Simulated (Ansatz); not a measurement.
The input, for Ansatz 0.2.0:

```yaml
crystal:
  periodic: [false, false, false]
  atoms:
    - {symbol: B, position_ang: [-0.015433, -0.031654, 0.350043]}
    - {symbol: Ga, position_ang: [-0.016266, -0.034207, -1.845844]}
    - {symbol: H, position_ang: [0.031698, 0.065861, 1.495801]}
basis:
  gaussian: {orbitals: cc-pVDZ}
magnetization: {spin_polarized: false, initial_magnetization: 1}
correlation: {method: mp2, electrons: outside_noble_gas}
output: {forces: true}
```

```sh
$ ansatz run in.yaml --threads 1 --pin off --events-out ev --progress --plain --max-ram 2393MiB
```

(1) Roughly how long does this take on 1 thread of Intel Xeon, shared host, and how much host memory?

```
501 factors; integrals over basis functions are off by at most 6.7e-4 eV
mean field evaluation 1: about -53017.3061 eV, gradient 8.5e0 eV
mean field evaluation 2: about -53017.3147 eV, gradient 8.5e0 eV
mean field evaluation 4: about -53017.9524 eV, gradient 7.3e-1 eV
mean field evaluation 8: about -53017.9644 eV, gradient 1.3e-1 eV
mean field evaluation 16: about -53017.9649 eV, gradient 1.0e-1 eV
mean field evaluation 32: about -53017.9675 eV, gradient 3.1e-5 eV
mean field evaluation 64: about -53017.9588 eV, gradient 8.8e-1 eV
mean field evaluation 96: about -53017.9648 eV, gradient 1.4e-4 eV
mean field -53017.96746576 eV, -1948.3743674975 hartree, gradient 2.2e-6 eV, S^2 0.750000; 8 other end points of the search recorded, 0 dependent functions left out
mean field evaluation 128: about -53018.0439 eV, gradient 6.9e-2 eV
mean field evaluation 160: about -53018.0862 eV, gradient 4.8e-3 eV
mean field evaluation 192: about -53018.0850 eV, gradient 2.4e-1 eV
mean field evaluation 224: about -53016.7071 eV, gradient 4.9e0 eV
mean field evaluation 256: about -53018.0863 eV, gradient 3.9e-4 eV
mean field evaluation 288: about -53018.0829 eV, gradient 2.8e-2 eV
mean field evaluation 320: about -53015.7864 eV, gradient 2.4e0 eV
mean field evaluation 352: about -53018.0812 eV, gradient 5.2e-1 eV
15 core orbitals not correlated: weight in the atoms' cores, before any rotation towards them, 0.999 or more for the frozen orbitals, at most 0.000 for the correlated occupied ones
reference -53017.96746576 eV, -1948.3743674975 hartree; 4, 3 occupied and 27, 28 virtual orbitals, 501 factors
second order -2.75801147 eV of doubles, -0.04459015 eV of singles
the calculation of the forces begins
Total energy: -53020.77006738 eV, -1948.4773612073 hartree
Atom 0 at    -0.015433    -0.031654     0.350043 Å, force    -0.042834    -0.088808    -1.520297 eV/Å
Atom 1 at    -0.016266    -0.034207    -1.845844 Å, force    -0.008182    -0.016892    -0.099407 eV/Å
Atom 2 at     0.031698     0.065861     1.495801 Å, force     0.051017     0.105700     1.619705 eV/Å
Dipole moment:     0.007642     0.015799     0.155143 e Å
```

Forces (eV/Å):
```
B   -0.043 -0.089 -1.520
Ga  -0.008 -0.017 -0.099
H    0.051  0.106  1.620
```

## Answers

(1) 28 s wall and 0.12 GiB.
